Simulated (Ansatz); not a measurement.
**Worked example: the barrier**

An elementary step of BH5O, closed shell (BH₃ + H₂O → BH₃O ([BH2][OH]) + H₂; bonds formed: H2–H5; dative contacts that become bonds: B1–O6; bonds broken: B1–H2, H5–O6). “Start” is the structure reached by relaxing down from the saddle towards the reactants; PBE0-D4/def2-TZVP structures. The saddle:

| atom | x (Å) | y (Å) | z (Å) |
| --- | --- | --- | --- |
| B1 | -0.4886 | 0.0009 | -0.2182 |
| H2 | 0.0230 | -1.2261 | -0.3309 |
| H3 | -0.8675 | 0.3025 | -1.3087 |
| H4 | -1.2496 | -0.0399 | 0.7046 |
| H5 | 0.7611 | -0.5641 | -0.0551 |
| O6 | 0.8930 | 0.6766 | 0.1319 |
| H7 | 0.9285 | 0.8502 | 1.0766 |

Computed with Ansatz 0.2.0 (basis: def2-TZVPP and def2-QZVPP); correlated methods freeze the cores.

Energies in eV:

| quantity | saddle | start |
| --- | --- | --- |
| Hartree–Fock, triple zeta (X = 3) | -2786.91436 | -2788.42453 |
| Hartree–Fock, quadruple zeta (X = 4) | -2787.05955 | -2788.56668 |
| MP2 correlation, X = 3 | -11.10078 | -10.61834 |
| MP2 correlation, X = 4 | -11.86953 | -11.37458 |
| CCSD(T) correlation, X = 3 | -12.05469 | -11.63127 |

(1) Work out the barrier at the basis limit: extrapolate Hartree–Fock as E(X) = E∞ + A exp(−7.88 √X) and the MP2 correlation as E(X) = E∞ + B X^−2.97 (the exponents that Neese and Valeev fitted for def2-TZVPP and QZVPP), then add CCSD(T) − MP2 in triple zeta.

The T1 diagnostic stays at or below 0.013.

Results:

(1) Each step is linear, so take the differences first (saddle − start): Hartree–Fock 1.51017 (X = 3) and 1.50713 (X = 4); MP2 correlation -0.48244 and -0.49495; CCSD(T) correlation -0.42342.
Two points give E∞ = E(4) + w [E(4) − E(3)], with w = 1/(exp(7.88 (2 − √3)) − 1) = 0.1377 for Hartree–Fock and w = 1/((4/3)^2.97 − 1) = 0.7407 for the correlation.
Hartree–Fock: 1.50713 + 0.1377 × (-0.00304) = 1.5067 eV.
MP2 correlation: -0.49495 + 0.7407 × (-0.01251) = -0.5042 eV.
CCSD(T) − MP2: -0.42342 − (-0.48244) = 0.0590 eV.
Sum: 1.5067 + (-0.5042) + 0.0590 = 1.0615 eV, or 24.48 kcal/mol. Plain CCSD(T) in triple zeta gives 1.0867 eV, so the larger basis shifts the result by -0.0252 eV.

The step is the kind of ligand exchange by which a precursor binds to a hydroxyl group, or is hydrolysed, in atomic layer deposition of oxides.

Labels in which every atom is bracketed show which atoms are joined, not bond orders.

For scale, one of the runs: CCSD(T)/def2-TZVPP, 132 basis functions, launched by `ansatz run in.yaml --threads 2 --pin off --events-out ev --progress --plain --max-ram 4352MiB`. Time: 6 s of wall clock on 2 CPU threads of an Arm Neoverse V1; the host was shared. Peak host memory: 0.68 GiB.
